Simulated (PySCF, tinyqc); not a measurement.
The basis set: RHF and MP2 along a ladder of basis sets, for CH+, spin multiplicity 1. Computed by the program tinyqc with PySCF. Same geometry throughout; the dipole is taken about the origin.

Geometry (angstrom):
```
atom,x,y,z
C,0.0000,0.0000,0.0000
H,0.0000,0.0000,1.0000
```

RHF and frozen-core MP2 in a ladder of bases:
```
basis,functions,E(RHF) (hartree),E(MP2 corr) (hartree),HOMO (eV),LUMO (eV),dipole (debye)
sto-3g,6,-37.42671,-0.02944,-23.994,-8.343,2.119
3-21g,11,-37.67094,-0.04214,-24.028,-9.204,2.429
6-31g,11,-37.87254,-0.04063,-23.935,-9.072,2.428
6-31g**,19,-37.88809,-0.06866,-24.158,-9.034,2.304
cc-pvdz,19,-37.88911,-0.06616,-24.205,-9.137,2.277
aug-cc-pvdz,32,-37.88969,-0.06752,-24.200,-9.192,2.259
cc-pvtz,44,-37.89826,-0.08334,-24.212,-9.145,2.264
```

What does the comparison show, and why?

From cc-pVDZ to cc-pVTZ the RHF energy falls by 9.1 mhartree and the correlation energy by 17.2. If valence correlation converges as X^-3, (27 E(T) - 8 E(D))/19 gives -0.0906 hartree, a rough estimate from such small X that usually falls short; STO-3G holds about 33 % of it. Beyond STO-3G the LUMO moves by 0.2 eV and the HOMO by 0.3 eV. The restricted reference is unstable here: a spin-polarised solution lies 0.0102 hartree lower (PySCF, cc-pVDZ), so results built on it describe a poor reference.
